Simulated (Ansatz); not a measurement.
# How far each method lies from UCCSDT(Q) for HAl–PH2, doublet

Geometry: a PBE0/def2-TZVP stationary point for this spin, not checked as a minimum.

```xyz
5

Al    0.0423   -0.1196    1.2542
P    -0.0905    0.0684   -1.0795
H    -0.0527    1.2620    2.0668
H     1.0351    0.9397   -1.1140
H     0.6648   -1.1014   -1.3537
```

Basis cc-pVDZ; Ansatz 0.2.0. Correlated methods freeze the noble-gas cores, which leaves 11 electrons in 41 orbitals. Prefix R: restricted or restricted open-shell reference; prefix U: unrestricted.

Full CI isn't at hand for all of this; UCCSDT(Q) serves as the reference, and is uncertain by about the last step of the cluster series. The frozen core follows each run's orbitals, which can shift R against U totals by a few meV.

For open shells CISD is restricted-active-space CI with the open shells as a complete middle space.

* UHF ⟨S²⟩: 0.756
* T1 diagnostic (RCCSD): 0.0210
* largest doubles amplitude (RCCSD): 0.035
* T1 diagnostic (UCCSD): 0.0174

```csv
level,E − E(UCCSDT(Q)) (kJ/mol),share of correlation (%),wall time
RHF,574.2,0.00,–
UHF,571.0,0.55,–
RMP2,115.4,79.89,–
UMP2,115.0,79.98,–
CISD,64.8,88.71,2.5 s
RCCSD,20.1,96.50,–
UCCSD,19.9,96.53,–
RCCSD(T),3.9,99.32,2.1 s
UCCSD(T),3.9,99.32,2.1 s
BCCD(T),3.8,99.33,2.5 s
RCCSDT,1.0,99.82,–
UCCSDT,1.0,99.83,–
RCCSDT(Q),0.1,99.99,62 s
```

The correlation energy at UCCSDT(Q), counted from RHF, is -5.951 eV. That run took 55 s on 1 thread of Arm Neoverse V1, shared host.

Times hold each run's SCF and search for its determinant on a shared host, so for small cases they say little of a method's own cost; they ran on 1 thread of Arm Neoverse V1.

Atomization energy (electronic, same basis, no zero-point term; atoms at the same level, unrestricted beside the R rows where the molecule is a closed shell, with restricted open-shell steps beyond CCSDT(Q)) at UCCSDT(Q): 988.7 kJ/mol. Errors of other levels:

```json
{"level": "RHF", "error (kJ/mol)": "-221.9"}
{"level": "UHF", "error (kJ/mol)": "-227.7"}
{"level": "RMP2", "error (kJ/mol)": "-18.7"}
{"level": "UMP2", "error (kJ/mol)": "-18.7"}
{"level": "CISD", "error (kJ/mol)": "-55.7"}
{"level": "RCCSD", "error (kJ/mol)": "-13.4"}
{"level": "UCCSD", "error (kJ/mol)": "-13.6"}
{"level": "RCCSD(T)", "error (kJ/mol)": "-2.0"}
{"level": "UCCSD(T)", "error (kJ/mol)": "-2.0"}
{"level": "BCCD(T)", "error (kJ/mol)": "-1.9"}
{"level": "RCCSDT", "error (kJ/mol)": "-0.8"}
{"level": "UCCSDT", "error (kJ/mol)": "-0.8"}
{"level": "RCCSDT(Q)", "error (kJ/mol)": "0.0"}
```

This basis is far from its limit, so the value isn't to be set against a measured one. Truncated CI isn't size-consistent, which counts against it in atomization.
